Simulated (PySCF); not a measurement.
**LiH at RHF-MP2**

Computed with RHF-MP2; PySCF, no relativity, basis sets Li aug-cc-pVDZ, H aug-cc-pVDZ.

```
state                          : ¹Σ⁺ (singlet), closed shell
bond length                    : 1.586 Å
harmonic wavenumber            : 1495 cm⁻¹
force constant                 : 1.16 mdyn/Å
rotational constant Be         : 7.609 cm⁻¹
anharmonicity ωexe             : 36.2 cm⁻¹
vibration–rotation constant αe : 0.207 cm⁻¹
well depth De to Li + H        : 209 kJ/mol
dissociation energy D0         : 201 kJ/mol
```

Correlated steps freeze no core orbitals. Correlated levels converge slowly with the basis: in double zeta they bind strong bonds too weakly, by up to about 1 eV, and carry superposition errors of some tenths. Where the molecule has an RHF reference, its open-shell atoms are computed with UHF.
